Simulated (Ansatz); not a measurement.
I need a composite energy at a relaxed geometry of C2H5N, SMILES CC[N]. Use Ansatz 0.2.0 through its Python package. Level of theory (for the species named): B3LYP, def2-SVP basis, multiplicity 3.

```xyz
8

C     0.7675    0.0991    0.0415
C    -0.7317   -0.1562    0.0028
N    -1.3883    0.8675   -0.7918
H     1.2643   -0.6859    0.6498
H     1.1859    0.0743   -0.9873
H     0.9745    1.0908    0.4971
H    -1.1415   -0.1375    1.0346
H    -0.9305   -1.1519   -0.4467
```

Script `c2h5n.py`:
```python
"""Relax C2H5N cheaply, then refine its energy."""

import itertools

import ansatz as az
from ase import Atoms
from ase.data import atomic_numbers, covalent_radii
import numpy as np

atoms = Atoms(["C", "C", "N", "H", "H", "H", "H", "H"], positions=[
    (0.7675, 0.0991, 0.0415),
    (-0.7317, -0.1562, 0.0028),
    (-1.3883, 0.8675, -0.7918),
    (1.2643, -0.6859, 0.6498),
    (1.1859, 0.0743, -0.9873),
    (0.9745, 1.0908, 0.4971),
    (-1.1415, -0.1375, 1.0346),
    (-0.9305, -1.1519, -0.4467),
])
geometry = az.Crystal.molecule_from_ase(atoms)

model = (
    geometry.calculation()
    .basis(gaussian="def2-SVP")  # atom-centred Gaussian functions
    .functional("b3lyp")
    .spin("collinear", total=2)  # spin-polarised run
)
symbols = [site.symbol for site in geometry.cartesian_sites]
start = np.array([site.position_ang for site in geometry.cartesian_sites], dtype=float)
rep = model.relax(force_tolerance=0.01).run().report
end = np.array(rep["positions_ang"])
# pairs closer than 1.2 times the sum of covalent radii, before or after
radius = [covalent_radii[atomic_numbers[s]] for s in symbols]
span = lambda where, i, j: np.linalg.norm(where[i] - where[j])
bonded = [(i, j) for i, j in itertools.combinations(range(len(symbols)), 2) if min(span(start, i, j), span(end, i, j)) < 1.2 * (radius[i] + radius[j])]
print("pair        before    after (A)")
for i, j in bonded:
    print(f"{symbols[i]}{i}-{symbols[j]}{j}".ljust(10), f"{span(start, i, j):8.4f} {span(end, i, j):8.4f}")

minimum = az.Crystal.molecule()
for symbol, place in zip(symbols, end):
    minimum = minimum.atom(symbol, place.tolist())
at_minimum = minimum.calculation().spin("collinear", total=2)
# MP2 extrapolated to the basis limit, plus the small-basis difference CCSD(T) - MP2
level = lambda method, basis: at_minimum.basis(gaussian=basis).correlation(method).run().report
small, large, cluster = level("mp2", "cc-pVDZ"), level("mp2", "cc-pVTZ"), level("ccsd_t", "cc-pVDZ")
corr = lambda each: (each["free_energy_ev"] - each["reference_energy_ev"]) / 27.211386246
mp2_limit = (27 * corr(large) - 8 * corr(small)) / 19
pieces = {"HF / cc-pVTZ": large["reference_energy_ev"] / 27.211386246, "MP2 correlation, DZ-TZ limit": mp2_limit, "CCSD(T) - MP2 / cc-pVDZ": corr(cluster) - corr(small)}
for name, value in pieces.items():
    print(f"{name:32s} {value:14.6f} Ha")
print(f"{'sum':32s} {sum(pieces.values()):14.6f} Ha")
print("T1 diagnostic", round(cluster["correlation"]["coupled_cluster"]["t1_diagnostic"], 4))
```

Output of `python c2h5n.py`:
```text
pair        before    after (A)
C0-C1        1.5213   1.5414
C0-H3        1.1104   1.1010
C0-H4        1.1109   1.1006
C0-H5        1.1108   1.1006
C1-N2        1.4527   1.4127
C1-H6        1.1104   1.1136
C1-H7        1.1104   1.1136
HF / cc-pVTZ                        -133.085691 Ha
MP2 correlation, DZ-TZ limit          -0.520764 Ha
CCSD(T) - MP2 / cc-pVDZ               -0.059611 Ha
sum                                 -133.666066 Ha
T1 diagnostic 0.0126
```

What to keep in mind:
- Total energies depend on the basis set; only differences at equal settings carry meaning.
- The sum leaves out core correlation, relativity, the Hartree-Fock basis error and zero-point energy; a DZ-TZ extrapolation is rough.
- The run takes the species as open-shell (spin multiplicity 3), which needn't be its ground state.
- b3lyp holds the VWN-RPA fit, as in Gaussian; the form of ORCA and Turbomole is b3lyp5.
- Inner cores stay frozen, so this is valence correlation.
- An extrapolation from small basis sets is rough.
- It ran for 27 s on 1 thread of Arm Neoverse V1, on a shared host, peak memory 0.36 GiB.
